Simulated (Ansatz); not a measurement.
Basis-set extrapolation for C2H2F4 (`FC(F)C(F)F`) (PBE0-D4/def2-TZVP geometry, frozen core, Ansatz 0.2.0). Multiplicity 1, RHF reference.

```
                      def2-TZVPP   def2-QZVPP
                 HF  -474.861429  -474.881916
    MP2 correlation    -1.313453    -1.432247
CCSD(T) correlation    -1.370082      not run
```

Energies in hartree. Use E(X) = E(∞) + A·exp(−7.88·√X) for Hartree–Fock and E(X) = E(∞) + B·X^(−2.97) for correlation, with X = 3 and 4, and add CCSD(T) minus MP2 of the smaller set to the MP2 limit.

What is the CCSD(T) energy at the basis-set limit?

HF limit: -474.881916 + (-0.020487) × 0.13774 = -474.88474. MP2 limit: -1.432247 + (-0.118794) × 0.74074 = -1.52024. Higher-order term: -1.370082 − (-1.313453) = -0.05663. Total: -476.46161 hartree, 604.1 kJ/mol below CCSD(T)/def2-TZVPP.
